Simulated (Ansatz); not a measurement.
System: cubic perovskite BaTiO₃ (cubic high-temperature phase). Method: HSE06 (plane waves, PAW; Ansatz, an electronic-structure program).

Numerical settings: plane-wave cutoff 500 eV, 6×6×6 k mesh, gaussian smearing 0.02 eV, no spin polarisation, scalar-relativistic PAW data made under PBE.

The cell is the one relaxed with r²SCAN: a = b = c = 3.9940 Å, α = β = γ = 90.00°.

Problem. Estimate the band gap that the calculation returns.

Solution. 
- band gap = 3.22 eV (on the SCF k mesh)

Measured, for comparison: band gap 3.2 eV (temperature not stated, not corrected to a static lattice; as tabulated in Matsushita et al. (2011), arXiv:1104.2769).

Note: held by symmetry at 0 K, a high-temperature phase can be a saddle point; cell and atoms aren't relaxed at this level (pressure -2.3 GPa).

Spin–orbit coupling is not included.

The result took about 2.8 core-minutes (a rough figure).
